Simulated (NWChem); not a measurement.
# NH$_{2}$, doublet; SMILES [NH2]

```xyz
3

N      0.0000     0.0000     0.1667
H      0.8041     0.0000    -0.4718
H     -0.8041     0.0000    -0.4718
```
Atoms are numbered in this order, from 1.

All runs: NWChem. Spin-unrestricted. In the optimisation the excess spin sits in b2 (C2v, its own frame). Geometry: optimised at PBE0-D3(BJ)/def2-TZVP, spin-unrestricted. No stability test was run on the SCF state. Fermi-contact couplings, non-relativistic, static geometry.

| level | A(iso) 14N atom 1 (MHz) | A(iso) 1H atom 3 (MHz) | <S²> |
|---|---|---|---|
| TPSSh/pcJ-1 | 30.3 | -61.3 | 0.753 |
| UHF/pcJ-1 | 54.0 | -111.6 | 0.758 |
| BHandHLYP/aug-cc-pVTZ-J | ? | ? | 0.754 |
| PBE/aug-cc-pVTZ-J | 20.6 | -58.0 | 0.753 |

Problem. What belongs in the gaps?

Solution. 
- BHandHLYP/aug-cc-pVTZ-J, A(iso) 14N atom 1 (MHz): 39.2
- BHandHLYP/aug-cc-pVTZ-J, A(iso) 1H atom 3 (MHz): -69.1
